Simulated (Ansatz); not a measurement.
# PH2⁺, triplet in cc-pVDZ: errors against full CI

Geometry: displaced at random from a stationary point.

```tsv
atom	x (Å)	y (Å)	z (Å)
P	-0.0014	-0.0426	0.0020
H	-0.0022	0.6255	-1.2489
H	0.0457	0.6848	1.1879
```

Basis cc-pVDZ; Ansatz 0.2.0. Only valence electrons are correlated (noble-gas cores frozen), which leaves 6 electrons in 23 orbitals. R marks a restricted (for open shells ROHF) determinant, U an unrestricted one. Active spaces: valence = (6e, 6o) chosen from the atoms' valence shells.

Full CI is exact within this basis and frozen core; it isn't the basis-set limit. The frozen core follows each run's orbitals, which can shift R against U totals by a few meV.

For open shells CISD is restricted-active-space CI with the open shells as a complete middle space.

The UHF ⟨S²⟩ is 2.007, the T1 diagnostic (RCCSD) is 0.0196 and the largest doubles amplitude (RCCSD) is 0.044. The T1 diagnostic (UCCSD) is 0.0136.

```csv
level,E − E(RHF) (eV)
UHF,-0.0742
RMP2,-2.2498
UMP2,-2.2533
RCCSD,-2.8670
UCCSD,-2.8685
RCCSD(T),-2.9245
UCCSD(T),-2.9250
```

Q: Estimate how far full CI in cc-pVDZ lies from RCCSD(T). The table doesn't fix it; the size of (T) and the diagnostics are the guide.

A: Full CI in cc-pVDZ lies 0.66 mEh below RCCSD(T), which is 31 % of the (T) step (-2.11 mEh). The diagnostics give no warning, yet the rest is a sizeable part of (T).

The other levels:

| level | E − E(full CI) (mEh) | share of correlation (%) | wall time |
| --- | --- | --- | --- |
| CISD | 4.94 | 95.43 | 1.1 s |
| BCCD(T) | 0.66 | 99.39 | 1.4 s |
| RCCSDT | 0.05 | 99.95 | – |
| UCCSDT | 0.04 | 99.97 | – |
| RCCSDT(Q) | 0.01 | 99.99 | 6.5 s |
| UCCSDT(Q) | -0.01 | 100.01 | 5.5 s |
| RCCSDTQ | 0.00 | 100.00 | 40 s |
| CASSCF (valence space) | 73.78 | 31.77 | – |
| NEVPT2 (valence space) | 20.23 | 81.29 | 1.5 s |
| MRCISD (valence space) | 2.95 | 97.27 | – |
| MRCISD+Q (valence space) | 0.25 | 99.77 | 2.2 s |

The correlation energy at full CI, counted from RHF, is -2.942 eV. That run took 8.5 s on 1 thread of Intel Xeon, shared host over 1,563,320 determinants.

Times hold each run's SCF and search for its determinant on a shared host, so for small cases they say little of a method's own cost; they ran on 1 thread of Intel Xeon.

The full-CI state has the irrep A'' of Cs, in the program's axes.

Natural occupations of full CI about the gap: 1.959 1.946 0.993 0.989 0.032 0.023 0.010 0.009 0.009 0.007; effectively unpaired electrons, Σ n²(2−n)², 2.02.
